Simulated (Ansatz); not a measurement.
A made-up structure of BH4S (charge +1), singlet:

B1  (0.014, -0.911, 0.004)
S2  (0.427, 0.896, -0.339)
H3  (-0.710, -1.408, -0.786)
H4  (0.588, -1.381, 0.925)
H5  (-0.023, -1.412, 1.039)
H6  (0.455, 1.415, 0.909)
(Å)

It is relaxed with PBE-D4/def2-SVP and then PBE0-D4/def2-TZVP (Ansatz 0.2.0). Atoms count as bonded within 1.22 times the sum of their covalent radii (H–H: 0.88 Å). The end point is not checked to be a true minimum.

Does its bonding change? (Judge from chemistry; the calculation decides.)

Computed: No: no bond forms or breaks.

Where it ends: The first stage lowers the energy by 2.40 eV in 13 steps. It ends as BH₄S ([SH][BH]1[H][H]1), total charge +1:
```xyz
6
angstrom
B -0.1086 -0.7368 -0.1024
S 0.2262 0.9339 -0.3169
H -0.6080 -1.5461 -0.8036
H 0.3718 -0.9750 1.1898
H 0.0734 -1.6900 0.9109
H 0.7963 1.2130 0.8749
```

Labels in which every atom is bracketed show which atoms are joined, not bond orders.

For scale, one of the runs: PBE0-D4/def2-TZVP relaxation, 92 basis functions, launched by `ansatz run in.yaml --threads 2 --pin off --events-out ev --progress --plain --max-ram 4352MiB`. Hardware: 2 CPU threads of an Arm Neoverse V2, shared host. Wall time about 5.5 s.
